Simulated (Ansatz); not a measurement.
**hcp Cd**

Method: r²SCAN+rVV10 (Ansatz, a quantum-chemistry and plane-wave program, PAW).

Settings: plane-wave cutoff 500 eV, 30×30×14 k mesh (along the axes of the cell as run), Fermi–Dirac smearing 0.1 eV, scalar-relativistic PAW data made under PBE.

Cell (relaxed at this level):

```
Cd
1.0
    1.47904    -2.56178     0.00000
    1.47904     2.56178     0.00000
    0.00000     0.00000     5.62827
Cd
2
Cartesian
  1.47904   0.85393   1.40707
  1.47904  -0.85393   4.22120
```

```json
{
  "volume_per_atom": "21.33 Å³/atom",
  "equilibrium_lattice_constant_a": "2.958 Å",
  "lattice_parameter_c": "5.628 Å"
}
```

Measured, for comparison: lattice constant a 2.979 Å, lattice parameter c 5.617 Å (293 K, not corrected to a static lattice; as tabulated in Wikipedia's data pages). Computed (rounded) less measured: lattice constant a -0.7 %, lattice parameter c +0.2 %. A static lattice is as a rule a little smaller and stiffer than an uncorrected measurement, which narrows the difference in the lattice constant a and would widen misses of the other sign.

The computed numbers hold no vibrational or temperature effects.

It cost roughly 7 core-minutes of CPU time.
